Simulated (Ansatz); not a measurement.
```yaml
crystal:
  periodic: [false, false, false]
  atoms:
    - {symbol: Ge, position_ang: [-0.589966, -0.042092, -0.350697]}
    - {symbol: P, position_ang: [1.402396, 0.099209, 0.810058]}
    - {symbol: H, position_ang: [-1.552543, 0.889242, 0.477731]}
    - {symbol: H, position_ang: [-1.230322, -1.382482, 0.166452]}
    - {symbol: H, position_ang: [2.205129, 0.478057, -0.263097]}
basis:
  gaussian: {orbitals: def2-TZVP}
magnetization: {spin_polarized: true, initial_magnetization: 2}
hamiltonian: {xc: pbe0}
relax: {f_tol: 0.004, max_steps: 80}
```

```sh
$ ansatz run in.yaml --threads 1 --pin off --events-out ev --progress --plain --max-ram 2176MiB
```

Steps of the relaxation (energy above the last step; positions in Å, forces in eV/Å):

```
5
step 1, 129.2 meV
Ge   -0.590   -0.042   -0.351   -0.502   -0.187    0.958
P     1.402    0.099    0.810   -0.260   -0.121    0.338
H    -1.553    0.889    0.478    0.135    0.204   -0.380
H    -1.230   -1.382    0.166    0.179   -0.066   -0.425
H     2.205    0.478   -0.263    0.447    0.170   -0.490
```

```
5
step 2, 70.8 meV
Ge   -0.650   -0.069   -0.180   -0.227   -0.020   -0.071
P     1.449    0.117    0.801   -0.140   -0.119    0.532
H    -1.607    1.042    0.434    0.316   -0.530   -0.118
H    -1.230   -1.529    0.072    0.186    0.638    0.032
H     2.273    0.481   -0.287   -0.135    0.031   -0.374
```

```
5
step 3, 8.4 meV
Ge   -0.612   -0.056   -0.214   -0.184   -0.053    0.225
P     1.441    0.108    0.848   -0.028   -0.007    0.056
H    -1.573    1.003    0.434    0.122   -0.216   -0.131
H    -1.203   -1.480    0.083    0.061    0.269   -0.072
H     2.181    0.466   -0.310    0.029    0.006   -0.079
```

```
5
step 6, 0.3 meV
Ge   -0.603   -0.046   -0.185   -0.042    0.008   -0.031
P     1.449    0.144    0.864    0.027   -0.016    0.031
H    -1.591    0.977    0.434   -0.001   -0.002   -0.002
H    -1.197   -1.458    0.054    0.016    0.004    0.012
H     2.177    0.424   -0.327    0.000    0.006   -0.010
```

```
5
step 8, 0.0 meV
Ge   -0.605   -0.044   -0.188    0.000    0.000   -0.001
P     1.451    0.132    0.863   -0.001    0.000    0.001
H    -1.593    0.979    0.430    0.001    0.000    0.001
H    -1.194   -1.457    0.061    0.000    0.000    0.000
H     2.175    0.432   -0.326    0.000    0.000    0.000
```

Close pairs at the end: P2–H5 1.424 Å, Ge1–H4 1.551 Å, Ge1–H3 1.551 Å, Ge1–P2 2.316 Å.

A stationary point of unrestricted PBE0 after 8 steps, with ⟨S²⟩ = 2.008 against 2.00 for a pure state; no frequencies were run, so it isn't proven a minimum. 26 s on 1 thread of Intel Xeon Platinum 8488C, shared host.
